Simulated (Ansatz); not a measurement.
Dissociation curve of Si(H)3(Me), CH6Si, SMILES C[SiH3]. The C2–H8 bond (C2 also carries H, H, Si; H8 carries nothing else) is varied alone, starting from the PBE0/def2-TZVP optimised geometry.

Levels: RKS-PBE = Ansatz (a program for electronic structure) with restricted PBE/cc-pVDZ; UKS-PBE = unrestricted PBE/cc-pVDZ (Ansatz); RKS-B3LYP = Ansatz with restricted B3LYP/cc-pVDZ; UCCSD(T) = Ansatz with CCSD(T) on UHF/cc-pVDZ, frozen core.

Energies relative to the lowest point of each curve near equilibrium, in kcal/mol; the last columns give the difference from UCCSD(T):

```tsv
R / Å	RKS-PBE	UKS-PBE	RKS-B3LYP	UCCSD(T)	RKS-PBE − UCCSD(T)	UKS-PBE − UCCSD(T)	RKS-B3LYP − UCCSD(T)
0.90	24.5	24.5	23.5	24.9	-0.3	-0.3	-1.4
0.96	10.9	10.9	10.2	10.9	-0.1	-0.1	-0.8
1.03	2.5	2.5	2.2	2.5	0.0	0.0	-0.3
1.05	1.3	1.3	1.1	1.3	0.0	0.0	-0.2
1.09	0.0	0.0	0.0	0.0	0.0	0.0	0.0
1.13	0.0	0.0	0.2	0.1	-0.1	-0.1	0.1
1.17	1.1	1.1	1.5	1.3	-0.2	-0.2	0.2
1.24	4.8	4.8	5.5	5.2	-0.4	-0.4	0.3
1.32	11.1	11.1	12.1	11.8	-0.7	-0.7	0.3
1.43	21.5	21.5	22.9	22.6	-1.1	-1.1	0.3
1.58	36.8	36.8	38.8	38.4	-1.6	-1.6	0.4
1.78	56.7	56.7	59.4	58.6	-1.9	-1.9	0.8
2.04	79.1	79.1	82.9	80.2	-1.1	-1.1	2.6
2.32	98.2	97.0	103.2	96.8	1.4	0.3	6.4
2.67	115.8	106.6	122.4	107.1	8.7	-0.4	15.3
3.20	132.4	110.7	141.3	110.4	22.0	0.3	30.9
```

RKS-PBE is furthest from UCCSD(T) at 3.20 (22.0 kcal/mol, above); its mean absolute difference over the points is 2.5 kcal/mol.

UKS-PBE is furthest from UCCSD(T) at 1.78 (-1.9 kcal/mol, below); its mean absolute difference over the points is 0.5 kcal/mol.

RKS-B3LYP is furthest from UCCSD(T) at 3.20 (30.9 kcal/mol, above); its mean absolute difference over the points is 3.8 kcal/mol.

The restricted form behind RKS-PBE, RKS-B3LYP keeps the bonding electrons paired and can't separate into open-shell fragments. The unrestricted solution behind UKS-PBE changes between 2.32 and 2.67 Å, which can leave a kink. The unrestricted determinant behind UKS-PBE is spin-contaminated at 2.32 to 3.20 Å (<S²> up to 1.0, against 0.00 for a pure singlet). The unrestricted determinant behind UCCSD(T) is spin-contaminated at 1.78 to 3.20 Å (<S²> up to 1.0, against 0.00 for a pure singlet).
